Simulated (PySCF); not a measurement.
F2, SMILES FF, singlet at its B3LYP/def2-SVP optimised geometry (Å):

```
2

F     -0.6974     0.0000     0.0000
F      0.6974     0.0000     0.0000
```

Calculation: B3LYP/def2-TZVP run with PySCF. Cells within 0.4 Å of a nucleus heavier than hydrogen are left out (blank, or x).

Map of the LUMO amplitude (bohr^(-3/2)), clipped to [-0.25, 0.25] on the plane z = 0.0 Å; orbital energy -4.10 eV, overall sign arbitrary:

```
|4444444444444445555555555555555|
|4444444444444445555555555555555|
|4444444444444445555555555555555|
|4444444444444455455555555555555|
|4444444444444455455555555555555|
|4444444444444555445555555555555|
|4444444444444555445555555555555|
|4444444444445555444555555555555|
|4444444444445555444555555555555|
|4444444444445555444555555555555|
|4444444444445555444555555555555|
|4444444444455555444455555555555|
|4444444333356765323466665555555|
|4444443322248975201578766555555|
|4444433210xxxx950xxxx9876655555|
|4444433210xxxx950xxxx9876655555|
|4444433210xxxx950xxxx9876655555|
|4444443322248975201578766555555|
|4444444333356765323466665555555|
|4444444444455555444455555555555|
|4444444444445555444555555555555|
|4444444444445555444555555555555|
|4444444444445555444555555555555|
|4444444444445555444555555555555|
|4444444444444555445555555555555|
|4444444444444555445555555555555|
|4444444444444455455555555555555|
|4444444444444455455555555555555|
|4444444444444445555555555555555|
|4444444444444445555555555555555|
|4444444444444445555555555555555|
```
Scale: ten equal steps from -0.250 (start of '0') to 0.250 (end of '9'), in the order '0123456789'; x runs from -3.00 to 3.00, y from -3.00 (bottom) to 3.00 (top).
